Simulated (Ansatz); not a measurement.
Relaxation of CH₆AlO (9 atoms, charge 0, multiplicity 2), to a largest force component of 0.03 eV/Å in at most 50 steps.

Theory: Ansatz, UKS PBE0/def2-SVP.

```xyz
9
Properties=species:S:1:pos:R:3
Al -0.056 -0.159 -0.120
H 0.109 -0.097 1.444
O 1.339 -0.410 -1.077
H 2.222 -0.520 -0.721
C -1.762 0.027 -1.035
H -2.437 -0.808 -0.777
H -2.285 0.951 -0.737
H -1.646 0.037 -2.130
H 0.111 0.028 3.302
```

**Question.** Where does it end, and by what steps?

**Answer.** The run converged. The force dipped under the threshold on the way, but the program's further checks kept it going. After 9 steps the energy has fallen by 0.039 eV; H9 moved furthest, 1.21 Å.

```json
{"step": "0", "energy less start (eV)": "0.0000", "largest force component (eV/Å)": "0.422", "accepted": "yes"}
{"step": "1", "energy less start (eV)": "-0.0076", "largest force component (eV/Å)": "0.089", "accepted": "yes"}
{"step": "2", "energy less start (eV)": "-0.0107", "largest force component (eV/Å)": "0.095", "accepted": "yes"}
{"step": "3", "energy less start (eV)": "-0.0210", "largest force component (eV/Å)": "0.133", "accepted": "yes"}
{"step": "4", "energy less start (eV)": "-0.0295", "largest force component (eV/Å)": "0.063", "accepted": "yes"}
{"step": "5", "energy less start (eV)": "-0.0336", "largest force component (eV/Å)": "0.121", "accepted": "yes"}
{"step": "6", "energy less start (eV)": "-0.0368", "largest force component (eV/Å)": "0.013", "accepted": "yes"}
{"step": "7", "energy less start (eV)": "-0.0387", "largest force component (eV/Å)": "0.009", "accepted": "yes"}
{"step": "8", "energy less start (eV)": "-0.0394", "largest force component (eV/Å)": "0.007", "accepted": "yes"}
{"step": "9", "energy less start (eV)": "-0.0394", "largest force component (eV/Å)": "0.007", "accepted": "yes"}
```

```xyz
9
Properties=species:S:1:pos:R:3
Al -0.076 -0.168 -0.269
H 0.102 -0.120 1.313
O 1.312 -0.394 -1.239
H 2.206 -0.499 -0.910
C -1.785 0.016 -1.177
H -2.486 -0.779 -0.872
H -2.271 0.974 -0.924
H -1.674 -0.031 -2.272
H 0.268 0.049 4.499
```

Whether the end is a true minimum wasn't checked by a vibrational analysis.

The run took 18 s on 2 threads of Arm Neoverse V2, on a shared host, peak memory 0.17 GiB.
